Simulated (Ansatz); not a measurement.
# H₄LiNSi: functionals against CCSD(T) at one geometry

One table from this session's results is given with a row withheld; the runs are named, their logs left out.

Computed with Ansatz 0.2.0, Gaussian basis. Level: single points in def2-TZVPP.

Cores are frozen in the correlated methods. The outer core shell of Li, Na, Mg and K is correlated.

## The system as given

7 atoms, charge 0, spin multiplicity 1.

Atoms are counted from 1 here; the program's logs count them from 0.

Bond lengths: Li1–N2 1.787 Å, N2–Si3 1.770 Å, N2–H4 1.074 Å, Si3–H5 1.481 Å, Si3–H6 1.464 Å, Si3–H7 1.498 Å. Angles: Li1–N2–Si3 141.5°, Li1–N2–H4 111.0°, Si3–N2–H4 104.2°, N2–Si3–H5 114.3°, N2–Si3–H6 118.4°, N2–Si3–H7 116.6°, H5–Si3–H6 99.3°, H5–Si3–H7 104.5°, H6–Si3–H7 101.1°.

Geometry (Å):

```xyz
7
charge 0, multiplicity 1
Li   -2.0236   -1.4838    0.7951
N    -0.6034   -0.8048   -0.0507
Si    0.4834    0.5923   -0.0330
H    -0.0277   -1.5814   -0.5187
H     0.5314    1.3447   -1.3083
H     0.1858    1.6959    0.8823
H     1.9188    0.3217    0.2985
```

Set-up of the first run:

Input file run/in.yaml:

```yaml
crystal:
  periodic: [false, false, false]
  atoms:
    - {symbol: Li, position_ang: [-2.023644, -1.483817, 0.795093]}
    - {symbol: N, position_ang: [-0.603432, -0.804830, -0.050738]}
    - {symbol: Si, position_ang: [0.483401, 0.592321, -0.033001]}
    - {symbol: H, position_ang: [-0.027661, -1.581380, -0.518724]}
    - {symbol: H, position_ang: [0.531420, 1.344652, -1.308320]}
    - {symbol: H, position_ang: [0.185782, 1.695904, 0.882280]}
    - {symbol: H, position_ang: [1.918837, 0.321694, 0.298464]}
basis:
  gaussian: {orbitals: def2-TZVPP}
hamiltonian: {xc: pbe, dispersion: d4}
output: {forces: true}
```

Launch:

```console
ansatz run in.yaml --threads 2 --pin off --events-out ev --progress --plain --max-ram 3481MiB
```

Steps of the session up to this table: PBE-D4/def2-TZVPP; r2SCAN-D4/def2-TZVPP; PBE0-D4/def2-TZVPP; wB97M-V/def2-TZVPP; CCSD(T)/def2-TZVPP.

One table of the session follows, with a row left open; its other results are not shown here.

| method | RMS force component (eV/Å) | angle to CCSD(T) forces (°) | dipole (D) |
| --- | --- | --- | --- |
| PBE-D4 | 0.617 | 11.6 | 7.24 |
| r2SCAN-D4 | 0.701 | 4.3 | 7.45 |
| PBE0-D4 | 0.728 | 5.6 | 7.35 |
| wB97M-V | ? | ? | ? |
| CCSD(T) | 0.677 | reference | 7.45 |

**Question.** Estimate the row for wB97M-V.

The run gave: RMS force component (eV/Å): 0.707; angle to CCSD(T) forces (°): 3.3; dipole (D): 7.35. In the column «RMS force component (eV/Å)» it lies between r2SCAN-D4 (0.701) and PBE0-D4 (0.728).
